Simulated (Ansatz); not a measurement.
```yaml
crystal:
  periodic: [false, false, false]
  atoms:
    - {symbol: B, position_ang: [-1.603060, 0.000329, -0.515933]}
    - {symbol: As, position_ang: [0.270005, -0.000382, 0.113639]}
    - {symbol: H, position_ang: [-2.192212, 1.000462, -0.670074]}
    - {symbol: H, position_ang: [-2.196674, -1.003895, -0.621652]}
    - {symbol: H, position_ang: [0.759253, 1.088947, -0.793967]}
    - {symbol: H, position_ang: [0.753977, -1.060655, -0.827430]}
basis:
  gaussian: {orbitals: def2-TZVP}
hamiltonian: {xc: pbe0}
relax: {f_tol: 0.004, max_steps: 80}
```

```sh
$ ansatz run in.yaml --threads 1 --pin off --events-out ev --progress --plain --max-ram 2176MiB
```

Steps of the relaxation (energy above the last step; positions in Å, forces in eV/Å):

```
6
step 1, 51.7 meV
B    -1.603    0.000   -0.516    0.095   -0.005    0.067
As    0.270    0.000    0.114    0.100    0.040    0.043
H    -2.192    1.000   -0.670   -0.197    0.560   -0.041
H    -2.197   -1.004   -0.622   -0.194   -0.556   -0.039
H     0.759    1.089   -0.794    0.092    0.412   -0.003
H     0.754   -1.061   -0.827    0.104   -0.450   -0.027
```

```
6
step 2, 11.0 meV
B    -1.621    0.002   -0.521    0.173   -0.006   -0.026
As    0.283    0.004    0.055   -0.180   -0.008   -0.033
H    -2.208    1.026   -0.655   -0.043    0.146    0.039
H    -2.204   -1.027   -0.625   -0.044   -0.142    0.027
H     0.773    1.178   -0.774    0.048   -0.190   -0.016
H     0.769   -1.157   -0.796    0.045    0.199    0.009
```

```
6
step 3, 1.9 meV
B    -1.625    0.002   -0.533    0.030   -0.001    0.071
As    0.270    0.004    0.063   -0.070    0.003   -0.106
H    -2.214    1.033   -0.644    0.001    0.026   -0.005
H    -2.209   -1.034   -0.622   -0.001   -0.026   -0.017
H     0.786    1.151   -0.782    0.018   -0.047    0.023
H     0.784   -1.132   -0.798    0.022    0.044    0.033
```

```
6
step 7, 0.1 meV
B    -1.635    0.001   -0.535    0.005    0.001   -0.008
As    0.258    0.005    0.045   -0.003    0.003    0.006
H    -2.220    1.036   -0.635   -0.002    0.000    0.007
H    -2.220   -1.035   -0.621    0.002   -0.001   -0.001
H     0.802    1.149   -0.781   -0.001   -0.001   -0.004
H     0.807   -1.130   -0.789   -0.002   -0.003    0.001
```

```
6
step 8, 0.0 meV
B    -1.634    0.002   -0.535    0.000    0.000    0.000
As    0.258    0.007    0.045    0.000    0.000    0.000
H    -2.222    1.036   -0.629    0.000    0.001    0.000
H    -2.217   -1.035   -0.626    0.000   -0.001   -0.001
H     0.801    1.147   -0.785    0.000    0.000    0.000
H     0.806   -1.132   -0.785    0.000    0.000    0.001
```

Close pairs at the end: B1–H3 1.193 Å, B1–H4 1.193 Å, As2–H5 1.512 Å, As2–H6 1.512 Å, B1–As2 1.979 Å.

A stationary point of restricted PBE0 after 8 steps (its stability towards spin polarisation wasn't tested); no frequencies were run, so it isn't proven a minimum. 18 s on 1 thread of Intel Xeon 6975P-C, shared host.
